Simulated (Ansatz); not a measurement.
Relaxation of the cluster Si₃ with RKS PBE-D4/def2-TZVP.

```sh
$ ansatz run in.yaml --threads 2 --pin off --events-out ev --progress --plain --max-ram 4352MiB
```

```yaml
crystal:
  periodic: [false, false, false]
  atoms:
    - {symbol: Si, position_ang: [0.140230, 0.001300, 0.111430]}
    - {symbol: Si, position_ang: [0.049020, 2.136520, -0.230000]}
    - {symbol: Si, position_ang: [-0.189250, -2.137820, 0.118570]}
basis:
  gaussian: {orbitals: def2-TZVP}
hamiltonian: {xc: pbe, dispersion: d4}
scf: {lower_state_search: "off"}
output: {orbitals: {seedname: orbitals}}
relax: {f_tol: 0.02, max_steps: 100}
```

Hardware: 2 threads of Arm Neoverse V2 on a shared host. Wall time 6.5 s.

Positions (Å) and forces (eV/Å) at steps 1, 2, 3, 4, 5, 6, 7, 8, 10 of 10:

```xyz
3
step=1 energy=-23617.6971 eV
Si    0.140    0.001    0.111    0.156    0.000    0.124
Si    0.049    2.137   -0.230   -0.056    0.407   -0.095
Si   -0.189   -2.138    0.119   -0.101   -0.407   -0.029
3
step=2 energy=-23617.7106 eV
Si    0.158    0.001    0.125    0.090    0.001    0.072
Si    0.041    2.155   -0.238   -0.043    0.046   -0.040
Si   -0.199   -2.156    0.113   -0.048   -0.046   -0.032
3
step=3 energy=-23617.7589 eV
Si    0.314    0.003    0.250    0.110    0.006    0.087
Si   -0.040    2.100   -0.296   -0.064   -0.168   -0.030
Si   -0.274   -2.103    0.046   -0.047    0.162   -0.057
3
step=4 energy=-23617.8357 eV
Si    0.468    0.004    0.372   -0.061    0.000   -0.049
Si   -0.122    2.017   -0.351   -0.001   -0.560    0.070
Si   -0.347   -2.021   -0.021    0.062    0.560   -0.022
3
step=5 energy=-23618.0015 eV
Si    0.621    0.006    0.494   -0.110   -0.001   -0.088
Si   -0.207    1.860   -0.399    0.018   -0.674    0.099
Si   -0.414   -1.865   -0.095    0.093    0.675   -0.011
3
step=6 energy=-23618.2101 eV
Si    0.740    0.007    0.588   -0.063    0.000   -0.050
Si   -0.276    1.680   -0.431   -0.002   -0.596    0.074
Si   -0.464   -1.687   -0.157    0.065    0.597   -0.024
3
step=7 energy=-23618.3736 eV
Si    0.838    0.008    0.666   -0.108   -0.001   -0.086
Si   -0.335    1.494   -0.455    0.036   -0.314    0.069
Si   -0.502   -1.502   -0.211    0.072    0.315    0.017
3
step=8 energy=-23618.3721 eV rejected
Si    0.901    0.008    0.716   -0.216   -0.002   -0.172
Si   -0.375    1.354   -0.469    0.117    0.165    0.072
Si   -0.526   -1.362   -0.247    0.099   -0.163    0.099
3
step=10 energy=-23618.3934 eV
Si    0.863    0.008    0.686    0.017    0.000    0.014
Si   -0.352    1.423   -0.459   -0.008    0.011   -0.008
Si   -0.511   -1.431   -0.227   -0.009   -0.011   -0.006
```

At PBE-D4/def2-TZVP a triplet of charge 0 lies 0.12 eV below the restricted singlet, each at its own geometry. The structure comes from a short search, and lower isomers may exist.
